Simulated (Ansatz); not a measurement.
# C5H10: up Jacob's ladder to CCSD(T)

The task here is to estimate one member of a computed series from the others.

Program: Ansatz 0.2.0, Gaussian basis. Level of theory: functionals in def2-TZVPP, the program's frozen cores in correlated methods. These are calculated values, not measurements.

Plan: LDA (SPW92), PBE-D4, revPBE-D4, BLYP-D4, r2SCAN-D4, B97M-V, PBE0-D4, B3LYP-D4, r2SCANh-D4, r2SCAN0-D4, HSE06-D4, BHLYP-D4, CAM-B3LYP-D4, LC-ωPBE, ωB97X-V, ωB97M-V, B2PLYP, PBE-QIDH; CCSD(T)/def2-SVP; CCSD(T)/def2-TZVPP; MP2/def2-QZVPP; extrapolation to the limit.

## The geometry

An earlier PBE0-D4 in a triple-zeta def2 set relaxation fixed the geometry.

SMILES `C=CCCC`, 15 atoms, charge 0, spin multiplicity 1.

Atoms are counted from 1 here; the program's logs count them from 0.

Bond lengths: C1–C2 1.326 Å, C1–H6 1.084 Å, C1–H7 1.086 Å, C2–C3 1.491 Å, C2–H8 1.090 Å, C3–C4 1.526 Å, C3–H9 1.098 Å, C3–H10 1.095 Å, C4–C5 1.518 Å, C4–H11 1.096 Å, C4–H12 1.095 Å, C5–H13 1.092 Å, C5–H14 1.094 Å, C5–H15 1.094 Å. Angles: C2–C1–H6 121.7°, C2–C1–H7 121.3°, H6–C1–H7 117.0°, C1–C2–C3 125.3°, C1–C2–H8 118.9°, C3–C2–H8 115.9°, C2–C3–C4 112.9°, C2–C3–H9 109.3°, C2–C3–H10 109.7°, C4–C3–H9 108.5°, C4–C3–H10 109.8°, H9–C3–H10 106.6°, C3–C4–C5 112.7°, C3–C4–H11 109.2°, C3–C4–H12 108.9°, C5–C4–H11 109.8°, C5–C4–H12 110.0°, H11–C4–H12 106.1° and more.

The first run:

The input, in.yaml:

```yaml
crystal:
  periodic: [false, false, false]
  atoms:
    - {symbol: C, position_ang: [-2.570778, -0.159651, -0.619771]}
    - {symbol: C, position_ang: [-1.578902, -0.344249, 0.239951]}
    - {symbol: C, position_ang: [-0.147956, -0.546808, -0.127462]}
    - {symbol: C, position_ang: [0.768977, 0.532313, 0.441647]}
    - {symbol: C, position_ang: [2.230335, 0.295433, 0.104466]}
    - {symbol: H, position_ang: [-3.591483, -0.008269, -0.288010]}
    - {symbol: H, position_ang: [-2.395682, -0.156352, -1.691600]}
    - {symbol: H, position_ang: [-1.799508, -0.336187, 1.306922]}
    - {symbol: H, position_ang: [0.188055, -1.522605, 0.247973]}
    - {symbol: H, position_ang: [-0.048338, -0.580544, -1.217734]}
    - {symbol: H, position_ang: [0.641549, 0.575573, 1.529237]}
    - {symbol: H, position_ang: [0.449306, 1.507376, 0.059601]}
    - {symbol: H, position_ang: [2.868988, 1.079307, 0.517705]}
    - {symbol: H, position_ang: [2.386407, 0.275758, -0.977799]}
    - {symbol: H, position_ang: [2.577231, -0.661800, 0.503975]}
basis:
  gaussian: {orbitals: def2-TZVPP}
hamiltonian: {xc: lda}
output: {orbitals: {seedname: orbitals}}
```

Launch:

```
> ansatz run in.yaml --threads 2 --pin off --events-out ev --progress --plain --max-ram 32768MiB --backend cpu
```

Among the steps run: LDA; PBE-D4 (GGA); revPBE-D4 (GGA); BLYP-D4 (GGA); r2SCAN-D4 (meta-GGA); B97M-V (meta-GGA); B3LYP-D4 (hybrid); r2SCANh-D4 (hybrid); r2SCAN0-D4 (hybrid); HSE06-D4 (hybrid); BHLYP-D4 (hybrid); CAM-B3LYP-D4 (range-separated); LC-ωPBE (range-separated); ωB97X-V (range-separated); ωB97M-V (range-separated); B2PLYP (double hybrid); PBE-QIDH (double hybrid).

One table of the session follows, with a row left open; its other results are not shown here.

It belongs to the step «Frontier levels by functional». 

| functional | HOMO (eV) | LUMO (eV) | gap (eV) |
| --- | --- | --- | --- |
| LDA (SPW92) | -6.41 | -0.87 | 5.53 |
| PBE-D4 | -6.23 | -0.63 | 5.59 |
| revPBE-D4 | -6.16 | -0.54 | 5.62 |
| BLYP-D4 | -6.07 | -0.50 | 5.56 |
| r2SCAN-D4 | -6.42 | -0.37 | 6.04 |
| B97M-V | -6.44 | -0.33 | 6.10 |
| PBE0-D4 | -7.35 | 0.42 | 7.77 |
| B3LYP-D4 | -7.12 | 0.17 | 7.29 |
| r2SCANh-D4 | -6.84 | 0.01 | 6.85 |
| r2SCAN0-D4 | -7.48 | 0.56 | 8.05 |
| HSE06-D4 | -6.94 | 0.03 | 6.98 |
| BHLYP-D4 | -8.31 | 1.53 | 9.85 |
| CAM-B3LYP-D4 | -8.69 | 1.56 | 10.25 |
| LC-ωPBE | -10.10 | 2.76 | 12.86 |
| ωB97X-V | ? | ? | ? |
| ωB97M-V | -9.61 | 2.50 | 12.11 |

Estimate the missing values for ωB97X-V.

The run gave: HOMO (eV): -9.70; LUMO (eV): 2.66; gap (eV): 12.37. In the column «HOMO (eV)» it lies between LC-ωPBE (-10.10) and ωB97M-V (-9.61).
